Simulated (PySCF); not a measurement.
One of the candidates below gave these computed data.

All candidates are C5H6S.

| technique | computed result |
| --- | --- |
| Triplet | lowest triplet excitation (Tamm–Dancoff): 2.05 eV [TDA PBE0/def2-SVPD] |
| UV, strongest line | among the 6 lowest singlet transitions: S3 at 5.31 eV (234 nm, f = 0.148) [TDDFT PBE0/def2-SVPD] |
| Dipole | 1.54 D [PBE0/def2-SVPD] |
| UV, first state | lowest singlet excitation: 2.42 eV (512 nm, f = 0.000) [TDDFT PBE0/def2-SVPD] |
| 13C NMR | chemical shifts (computed TMS as zero) by class: 273.4 (1 C), 146.6 (1 C), 121.1 (1 C), 69.5 (1 C), 35.3 (1 C) ppm [GIAO PBE0/pcSseg-1] |
| 1H NMR | chemical shifts (computed TMS as zero) by class: 6.20 (1 H), 5.36 (1 H), 5.25 (1 H), 4.74 (1 H), 2.83 (2 H) ppm [GIAO PBE0/pcSseg-1] |
| Polarisability | 87.8 au [PBE0/def2-SVPD] |
| Rotational structure | rotational constants A, B, C: 14.196, 1.023, 1.004 GHz [GFN2-xTB] |
| NMR, other nuclei | isotropic shieldings of nuclei other than C and H, by class: 129 (1 S) ppm [GIAO PBE0/pcSseg-1] |

Electronic properties: PySCF, gas phase, density fitting. Levels stand in brackets. One conformer (not necessarily the lowest) at the GFN2-xTB geometry, without solvent, vibrations or thermal averaging. Each NMR value is the plain mean over a class of atoms that symmetry, rotation or inversion makes alike.

Question: Which candidate is it?
A. `Cc1cccs1`
B. `CC#CC(C)=S`
C. `C=CCC=C=S`

Answer: C. It is `C=CCC=C=S`. Numbering: `[CH2:1]=[CH:2][CH2:3][CH:4]=[C:5]=[S:6]`. Its formula, C5H6S, gives 3 degrees of unsaturation: 0 rings and 3 π bonds in the structure found. 5 carbons fall into 5 classes; from least to most shielded: central carbon of cumulated double bonds [C5] (273.4 ppm), alkene CH carbon [C2] (146.6 ppm), terminal =CH2 carbon [C1] (121.1 ppm), outer carbon of cumulated double bonds [C4] (69.5 ppm), allylic carbon [C3] (35.3 ppm). Hydrogen classes from least to most shielded: 1 H on an alkene CH carbon, C2 (6.20 ppm), 1 H on a terminal =CH2 carbon, C1 (5.36 ppm), 1 H on a terminal =CH2 carbon, C1 (5.25 ppm), 1 H on an outer carbon of cumulated double bonds, C4 (4.74 ppm), 2 H on an allylic carbon, C3 (2.83 ppm). The other shieldings belong to: 129 ppm, sulfur bonded to C [S6]. S1 is mainly HOMO→LUMO (weight 0.99); the largest Löwdin shares of the orbital it empties are 0.43 on the sulfur bonded to C, 0.25 on the outer carbon of cumulated double bonds and 0.20 on the central carbon of cumulated double bonds, of the orbital it fills 0.40 on the sulfur bonded to C, 0.39 on the central carbon of cumulated double bonds, 0.09 on the outer carbon of cumulated double bonds and 0.04 on the allylic carbon. The optimised geometry has point group C1 and is an asymmetric top.

The others, at the same levels:
- `Cc1cccs1` fails: its computed 13C shifts are 151.1 (1 C), 132.9 (1 C), 130.5 (1 C), 129.3 (1 C), 18.4 (1 C) ppm, 1H shifts are 7.02 (1 H), 6.95 (1 H), 6.88 (1 H), 2.66 (3 H) ppm and rotational constant A is 5.280 GHz (against 14.196 GHz).
- `CC#CC(C)=S` fails: its computed 13C shifts are 242.7 (1 C), 117.7 (1 C), 93.8 (1 C), 45.5 (1 C), 7.0 (1 C) ppm, 1H shifts are 3.08 (3 H), 2.44 (3 H) ppm and rotational constant A is 5.765 GHz (against 14.196 GHz).

Each candidate is one conformer, not necessarily the lowest. Dipoles, sizes and rotational constants follow the conformer. The torsions of the flexible species, by atom-mapped SMILES:
- `[CH2:1]=[CH:2][CH2:3][CH:4]=[C:5]=[S:6]`: C1–C2–C3–C4 -114°, C2–C3–C4–C5 -109°
